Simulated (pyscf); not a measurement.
`[NH2][Ga]([Cl])[Cl]` + `[H]` [doublet] -> `[NH2][Ga][Cl]` [doublet] + `[ClH]` (atom transfer; doublet surface; Cl–Ga broken, Cl–H formed). PySCF, gas phase, ωB97X-D3(BJ)/def2-SVP geometries. Rate constants from transition-state theory, ωB97M-D3(BJ)/def2-TZVP energies (ideal gas, 1 atm, RRHO with modes under 100 cm⁻¹ raised to 100, one conformer, R ln 2 for chiral ones without a mode under 150 cm⁻¹; no tunnelling), k in cm³ molecule⁻¹ s⁻¹.

```csv
T (K),1000/T,log10 k
298,3.354,-22.04
600,1.667,?
900,1.111,-13.75
1200,0.833,-12.63
```

Problem. Fit an Arrhenius line to the three values, give the activation energy, and predict k at 600 K.

Solution. Least squares gives log10 k = -9.57 − 3.72 × 1000/T, so Ea = 3.72 × ln 10 × 1.987 = 17.0 kcal/mol, against an electronic barrier of 15.4. At 600 K the line gives -15.77; the computed value is -15.89 (ΔG‡ = 27.2 kcal/mol), a factor 1.3 under the line, since the plot is curved. This is the saddle that the search found; another between the same sides may lie lower. The angle at the transferred Cl is 174°. Elements up to Kr have no core potential and no relativistic terms here.
